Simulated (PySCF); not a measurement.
# C4H4NP: core ionisation energies

C4H4NP.
Cartesian coordinates in Å at the GFN2-xTB level; atoms count from 1:
```
atom  x, y, z in Å
C1     1.0706   -0.7758   -0.1872
C2     1.3780    0.5308    0.1382
P3     0.1868    1.7583    0.4320
C4    -1.2361    0.7958    0.1844
C5    -1.2086   -0.5455   -0.1436
N6    -0.1362   -1.2964   -0.3232
H7     1.8774   -1.4822   -0.3577
H8     2.4198    0.8141    0.2163
H9    -2.1966    1.2818    0.2970
H10   -2.1463   -1.0762   -0.2787
```

Theory: PySCF 2.14.0, delta-SCF UKS SCAN, pcX-2 on the ionised atom, pcseg-1 elsewhere, spin-free X2C. These are vertical core ionisation energies against the vacuum level, from separate self-consistent calculations with and without the core hole.

Q: Give the core binding energies atom by atom.

A: 
```csv
atom(s),bonded to,level,binding energy (eV),2p1/2 (eV),above the level's lowest (eV),count
P3,2 C (aromatic in the SMILES),P 2p3/2,136.60,137.49,0.00,1
C2/C4,"C (aromatic in the SMILES), H and P (aromatic in the SMILES)",C 1s,290.51,–,0.00,2
C1/C5,"N (aromatic in the SMILES), C (aromatic in the SMILES) and H",C 1s,291.56,–,+1.05,2
N6,2 C (aromatic in the SMILES),N 1s,404.68,–,0.00,1
P3,2 C (aromatic in the SMILES),P 1s,2150.14,–,0.00,1
```

Lowest listed C 1s: C2/C4, bonded to C (aromatic in the SMILES), H and P (aromatic in the SMILES). Highest, 1.05 eV above it: C1/C5, bonded to N (aromatic in the SMILES), C (aromatic in the SMILES) and H.

Q: Express the binding energy of C 1s of C2/C4 in atomic units and per mole.

A: 290.51 eV = 10.6760 Eh = 28030 kJ/mol.

Atoms equivalent by their bonding share one computed value, that of the first of them. The 2p values aren't plain energy differences: one relaxed spin-free 2p hole is combined with a matrix within the shell (ground-state 2p orbital-energy differences and spin–orbit coupling). 2p3/2, the mean of its two sublevels, lies a third of the splitting below the shell's mean and 2p1/2 two thirds above it; the statistical areas are 2:1. 2p1/2 minus 2p3/2 (ligand field included): P 0.90 eV. Geometry: GFN2-xTB; no solvent, vibrations or thermal averaging.
